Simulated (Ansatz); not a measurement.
# Molecular dynamics of AlH7SSi

The input (input.yaml):

```yaml
crystal:
  periodic: [false, false, false]
  atoms:
    - { symbol: Al, position_ang: [-0.52968, -1.214187, -0.090845] }
    - { symbol: Si, position_ang: [1.236451, 0.6745, -0.400397] }
    - { symbol: H, position_ang: [-0.867477, -1.724175, -1.564161] }
    - { symbol: H, position_ang: [-0.100537, -2.044348, 1.203844] }
    - { symbol: H, position_ang: [-0.675634, 0.640994, 0.072508] }
    - { symbol: S, position_ang: [-2.262993, 0.402448, 0.483619] }
    - { symbol: H, position_ang: [1.047125, 1.660432, -1.523822] }
    - { symbol: H, position_ang: [1.694429, 1.419719, 0.827246] }
    - { symbol: H, position_ang: [2.352644, -0.267748, -0.803577] }
    - { symbol: H, position_ang: [-1.894327, 0.452266, 1.795684] }
basis:
  gaussian: { orbitals: def2-SVP }
hamiltonian:
  xc: revpbe
  dispersion: d4
md:
  timestep: 0.5
  n_steps: 200
  ensemble: nve
  temperature: 100.0
  initial_velocities: maxwell_boltzmann
  seed: 5686
```

Run as:

```bash
$ ansatz run input.yaml --threads 2 --pin off --max-ram 3072MiB --backend cpu --events-out ev --progress --plain --runs-dir out
```

It starts at the highest image of a converged band, a first-order saddle point between two minima.

Output, in part (step lines, the closing report, with atoms numbered from 0):

```
md step     0: t =     0.00 fs  T =   100.0 K  F+E_penalty+E_count = -25410.51198876 eV  E_kin = 0.103408 eV  conserved = -25410.40858077 eV  (24 SCF iters)
[... lines left out ...]
Total energy: -25410.72287414 eV, -933.8268416179 hartree
Atom 0 at    -0.284140    -1.329797    -0.238775 Å, force    -0.163455     0.371421     0.412181 eV/Å
Atom 1 at     1.328168     0.610543    -0.415503 Å, force     0.416905    -0.409651     0.219435 eV/Å
Atom 2 at    -0.753846    -2.099554    -1.576835 Å, force    -0.055544     0.188935     0.013376 eV/Å
Atom 3 at    -0.443542    -2.142636     1.161315 Å, force     0.129291     0.168459    -0.163397 eV/Å
Atom 4 at    -2.144808     1.371428    -0.382299 Å, force    -0.096129    -0.082101     0.337256 eV/Å
Atom 5 at    -2.514875     0.526434     0.639800 Å, force     0.330792    -0.100596    -0.403464 eV/Å
Atom 6 at     1.297831     1.427486    -1.715634 Å, force    -0.042491    -0.124318     0.397227 eV/Å
Atom 7 at     1.535198     1.545020     0.804176 Å, force    -0.310880    -0.236385    -0.488579 eV/Å
Atom 8 at     2.655596    -0.174309    -0.426382 Å, force    -0.200926     0.271379    -0.137046 eV/Å
Atom 9 at    -1.706848     1.142841     1.556551 Å, force    -0.007562    -0.047145    -0.186989 eV/Å
Dipole moment:    -0.411364     0.441506     0.127996 e Å
```

The steps, from the saved trajectory:

| time (fs) | T (K) | potential energy less start (eV) | conserved less start (meV/atom) |
| --- | --- | --- | --- |
| 0.0 | 100 | 0.000 | 0.00 |
| 3.0 | 63 | 0.039 | 0.03 |
| 6.0 | 60 | 0.042 | 0.02 |
| 9.0 | 69 | 0.032 | 0.01 |
| 12.0 | 37 | 0.066 | 0.04 |
| 15.0 | 73 | 0.028 | 0.02 |
| 18.0 | 107 | -0.007 | 0.02 |
| 21.0 | 125 | -0.026 | 0.03 |
| 24.0 | 191 | -0.094 | 0.01 |
| 27.0 | 235 | -0.139 | 0.02 |
| 30.0 | 281 | -0.187 | 0.02 |
| 33.0 | 350 | -0.258 | 0.02 |
| 36.0 | 409 | -0.319 | 0.02 |
| 39.0 | 471 | -0.383 | 0.01 |
| 42.0 | 507 | -0.420 | 0.01 |
| 45.0 | 507 | -0.421 | 0.01 |
| 48.0 | 458 | -0.370 | 0.01 |
| 51.0 | 374 | -0.283 | 0.03 |
| 54.0 | 325 | -0.232 | 0.01 |
| 57.0 | 258 | -0.163 | 0.02 |
| 60.0 | 193 | -0.096 | 0.04 |
| 63.0 | 194 | -0.097 | 0.01 |
| 66.0 | 166 | -0.068 | 0.03 |
| 69.0 | 172 | -0.074 | 0.03 |
| 72.0 | 244 | -0.149 | 0.00 |
| 75.0 | 267 | -0.172 | 0.02 |
| 78.0 | 296 | -0.202 | 0.02 |
| 81.0 | 312 | -0.219 | 0.01 |
| 84.0 | 277 | -0.183 | 0.03 |
| 87.0 | 286 | -0.193 | 0.02 |
| 90.0 | 309 | -0.216 | 0.01 |
| 93.0 | 314 | -0.221 | 0.02 |
| 96.0 | 324 | -0.232 | 0.01 |
| 99.0 | 311 | -0.218 | 0.02 |

The run went to its last step. The conserved energy stayed within 0.039 meV per atom of its start (net change 0.02 meV per atom), so the integration is sound. The system heated up, since it started high on the potential surface and ran downhill. A run of 0.1 ps of so small a system gives no equilibrium averages. The orbitals stay closed-shell, which can raise the energy where a bond breaks towards radicals; this wasn't checked here.

The step under study would form Al1–S6, Si2–H5 and break Al1–Si2, H5–S6. These pairs go: Al1–S6 2.44 → 3.03 Å, Si2–H5 1.97 → 3.56 Å, Al1–Si2 2.60 → 2.53 Å, H5–S6 1.66 → 1.38 Å. In the last frame they stand as before the step (other bonds may differ from the relaxed reactants and products). Also parted: Al1–H5 1.87 → 3.28 Å. It ends as AlH5Si + H2S. Pairs count as bonded within 1.25 times the sum of covalent radii (0.12 Å more for H–H).

Last frame:

```xyz
10
Properties=species:S:1:pos:R:3
Al -0.284 -1.330 -0.239
Si 1.328 0.611 -0.415
H -0.754 -2.100 -1.577
H -0.444 -2.143 1.161
H -2.145 1.371 -0.382
S -2.515 0.526 0.640
H 1.298 1.427 -1.716
H 1.535 1.545 0.804
H 2.656 -0.174 -0.426
H -1.707 1.143 1.557
```

Time of the run: 4.7 min on 2 threads of Arm Neoverse V1, with other jobs on the host, peak memory 0.12 GiB.
